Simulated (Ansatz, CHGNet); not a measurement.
Voigt–Reuss–Hill shear modulus (GPa) of solids drawn from the class of oxides, at two levels: the machine-learned potential CHGNet-r²SCAN (trained on r²SCAN data), and r²SCAN in Ansatz (PAW).

| solid | CHGNet-r²SCAN | r²SCAN |
|---|---|---|
| rock-salt SrO | 42.9 | ? |
| rock-salt MgO | 82.9 | 135 |
| rutile SnO2 | 47.5 | 98.3 |
| corundum Ga2O3 (metastable phase) | 53.1 | 104 |
| rock-salt CaO | 56.8 | 81.9 |
| cubic perovskite BaZrO3 | 62.8 | 101 |
| A-type hexagonal La2O3 | 13.6 | ? |
| rutile TiO2 | 67.6 | 120 |
| cubic perovskite BaHfO3 | 67.0 | 109 |
| anatase TiO2 (metastable phase) | 34.5 | 61.9 |

Estimate the withheld r²SCAN values from the other rows.

One way: carry over the typical ratio. The ratios r²SCAN / CHGNet-r²SCAN of the other rows, in order: 1.442, 1.608, 1.627, 1.628, 1.775, 1.794, 1.959, 2.069; median 1.7015. Rock-salt SrO: 42.9 × 1.7015 = 73.0 GPa; the run gives 59.8 GPa. A-type hexagonal La2O3: 13.6 × 1.7015 = 23.1 GPa; the run gives 42.7 GPa. The ratios spread from 1.442 to 2.069, so such an estimate is rough. Rock-salt SrO lies outside that spread. A-type hexagonal La2O3 lies outside that spread.

Over all 10 rows r²SCAN is the larger in 10.

Ansatz's runs of these crystals have no spin polarisation.

Spin–orbit coupling is left out, also for the solids with elements from indium on (rutile SnO2, cubic perovskite BaZrO3, A-type hexagonal La2O3, cubic perovskite BaHfO3); its size isn't shown.

Each level is taken at its own relaxed cell. Ansatz's density-functional and Hartree–Fock values are scalar-relativistic unless marked +SOC, with PAW data made under PBE.

Ansatz is an electronic-structure program.
